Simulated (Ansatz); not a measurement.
`C#CCOCC`, charge 0, multiplicity 1.

Problem. Give a relaxed structure at PBE0-D4/def2-TZVP (the Gaussian-basis code of Ansatz). (Estimate.)

Solution. Computed: 
Cartesian coordinates in Å:
```
C -1.421 -0.899 2.267
C -0.675 -0.117 1.744
C 0.238 0.828 1.103
O -0.188 1.268 -0.160
C -0.349 0.248 -1.127
C 0.952 -0.392 -1.562
H -2.085 -1.587 2.733
H 1.238 0.376 1.058
H 0.319 1.725 1.722
H -0.827 0.745 -1.974
H -1.046 -0.513 -0.752
H 1.418 -0.969 -0.760
H 1.661 0.366 -1.903
H 0.764 -1.081 -2.389
```
This is one stationary point; other conformers may exist.
